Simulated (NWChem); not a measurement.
System: nitrous oxide (N2O); SMILES N#[N+][O-]

Program: NWChem. Medium grid unless said otherwise, to which SCAN and Minnesota functionals are sensitive. Structure relaxed at the PBE0/def2-SVP level. Hybrids' shares of exact exchange are those that their runs print; pure functionals count as 0. The functionals differ in more than this share.

```csv
row,share of exact exchange,highest occupied level (eV)
"LDA (Slater exchange, VWN5)/def2-TZVPD",0.00,-8.61
PBE/def2-TZVPD,0.00,-8.37
B3LYP/def2-TZVPD,0.20,-9.60
PBE0/def2-TZVPD,0.25,-9.83
M06-2X/def2-TZVPD,0.54,-11.26
Hartree-Fock/def2-TZVPD,1.00,withheld
```

**Question.** Fit a straight line of the last column on the one before it, predict the withheld value, and compare with the run.

**Answer.** 
1. Means of the 5 shown rows: x = 0.198, y = -9.534. Slope Σ(x − x̄)(y − ȳ)/Σ(x − x̄)² = -1.019/0.1981 = -5.146; intercept -8.515.
2. The shown rows scatter about the line by 0.084 (root mean square); the largest residual is +0.15, at PBE/def2-TZVPD.
3. At x = 1.00 (Hartree-Fock/def2-TZVPD; beyond the shown range) the line gives -13.66.
4. The run gives -13.36, +0.30 from the line, 3.6 times the scatter.
